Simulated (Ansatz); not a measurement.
Frontier orbitals of HLi.

```
atom    x (Å)    y (Å)    z (Å)
 Li1  -0.2385  -0.1075  -0.7547
  H2   0.2385   0.1075   0.7547
```

Charge 0, multiplicity 1. Correlated methods include outer-core shells of Li, which these sets cover unevenly. The structure was optimised at the PBE0-D4/def2-TZVP level. Basis def2-TZVPP, Ansatz.

Problem. Compute the vertical ionisation energy as the energy of the cation minus that of the neutral molecule, at each level. (Estimate.)

Solution. Ansatz gave: 
| level | IE (eV) | difference from CCSD(T)/def2-TZVPP |
| --- | --- | --- |
| PBE-D4/def2-TZVPP | 8.05 | 0.09 |
| r2SCAN-D4/def2-TZVPP | 7.95 | -0.01 |
| PBE0-D4/def2-TZVPP | 8.00 | 0.04 |
| B3LYP-D4/def2-TZVPP | 8.29 | 0.33 |
| ωB97X-V/def2-TZVPP | 8.12 | 0.17 |
| ωB97M-V/def2-TZVPP | 8.21 | 0.25 |
| B2PLYP/def2-TZVPP | 8.05 | 0.09 |
| HF/def2-TZVPP | 6.99 | -0.97 |
| MP2/def2-TZVPP | 7.73 | -0.23 |
| CCSD/def2-TZVPP | 7.96 | 0.00 |
| CCSD(T)/def2-TZVPP | 7.96 | 0.00 |
| HF/def2-QZVPP | 7.00 | -0.96 |
| MP2/def2-QZVPP | 7.79 | -0.16 |
| CCSD/def2-QZVPP | 8.01 | 0.05 |
| CCSD(T)/def2-QZVPP | 8.01 | 0.05 |

B3LYP here is the variant with VWN-RPA as its local correlation; programs differ in this.
